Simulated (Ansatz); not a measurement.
Compare A (`C=C1CCC1=C`) with its isomer B (`C=CCC#CC`).

Computed with Ansatz on PBE0-D4/def2-TZVP structures; ΔE is electronic, products minus reactants. CCSD(T)/CBS is the MP2 limit (def2-TZVPP, def2-QZVPP) plus CCSD(T) − MP2 in def2-TZVPP, frozen cores. Functionals use def2-TZVPP. B3LYP here is the variant with VWN-RPA as its local correlation; programs differ in this. Each species was taken in one conformer, which may not be the lowest.

A:

```xyz
14

C     0.919    1.434    1.151
C     0.149    0.647    0.412
C    -1.275    0.748   -0.106
C    -1.084   -0.639   -0.782
C     0.330   -0.669   -0.231
C     1.330   -1.538   -0.304
H     0.560    2.386    1.524
H     1.934    1.150    1.405
H    -2.040    0.777    0.671
H    -1.449    1.574   -0.798
H    -1.736   -1.427   -0.402
H    -1.148   -0.630   -1.872
H     2.280   -1.345    0.182
H     1.230   -2.469   -0.851
```

B:

```xyz
14

C    -2.892   -0.044   -0.025
C    -1.730    0.312   -0.549
C    -0.656    1.049    0.197
C     0.624    0.355    0.166
C     1.671   -0.235    0.123
C     2.934   -0.947    0.080
H    -3.139    0.176    1.009
H    -3.639   -0.568   -0.610
H    -1.502    0.069   -1.584
H    -0.970    1.209    1.234
H    -0.527    2.046   -0.246
H     2.817   -1.923   -0.397
H     3.684   -0.386   -0.484
H     3.326   -1.112    1.087
```

(1) Which isomer does CCSD(T)/CBS put lower? Give the gap. (Estimate.)

(2) Give E(B) − E(A) in kcal/mol with MP2/def2-TZVPP, PBE0-D4, B3LYP-D4, B3LYP, B2PLYP, ωB97M-V, CCSD/def2-TZVPP. (Estimate.)

Largest T1 diagnostic: 0.011.

## Answers

(1) The calculation gave: A, by 6.4 kcal/mol.

(2) Computed: MP2/def2-TZVPP 5.5, PBE0-D4 11.7, B3LYP-D4 7.2, B3LYP 5.1, B2PLYP 4.7, ωB97M-V 7.9, CCSD/def2-TZVPP 6.0. None reverses the order clearly.

The D4 term adds +2.0 kcal/mol with B3LYP and +1.1 kcal/mol with PBE0; it sums over pairs of atoms, weighted by their polarisabilities, and B3LYP, whose exchange is more repulsive, gets the larger term. In def2-TZVPP, CCSD(T) changes the Hartree–Fock value by +5.2 kcal/mol (the triples alone add +0.8 kcal/mol) and MP2 by +3.9 kcal/mol.
